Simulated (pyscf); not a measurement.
Single points on ωB97X-D3(BJ)/def2-SVP structures (PySCF, gas phase).

Task: Estimate the classical barrier height and the reaction energy of H₂N–SiH₂–NH–SiH₂–NH₂ (SMILES N[SiH2]N[SiH2]N) + SiH₂ (SMILES [SiH2]) [singlet] → H₂N–SiH₂–NH–SiH₂–NH–SiH₃ (SMILES N[SiH2]N[SiH2]N[SiH3]) at ωB97M-D3(BJ)/def2-TZVP. The step runs on the singlet surface, breaks H–N and forms N–Si, H–Si; take the separated reactants as zero.

Result: ΔE‡ = 0.24 eV, ΔE = -2.96 eV. Zero-point energy shifts the barrier by +0.02 eV. It is an insertion, with an imaginary mode of 1668i cm⁻¹. On the reactant side the descent ends in an adduct with a N–Si contact, 1.49 eV under the separated species and 1.57 eV under the saddle at ωB97X-D3(BJ)/def2-TZVP. What is counted as formed (N–Si) is already present as a longer contact in the reactant adduct; forming that adduct is a step of its own. At ωB97X-D3(BJ)/def2-TZVP the barrier from the zero used here is 0.08 eV. One saddle was located; it need not be the lowest between these sides.
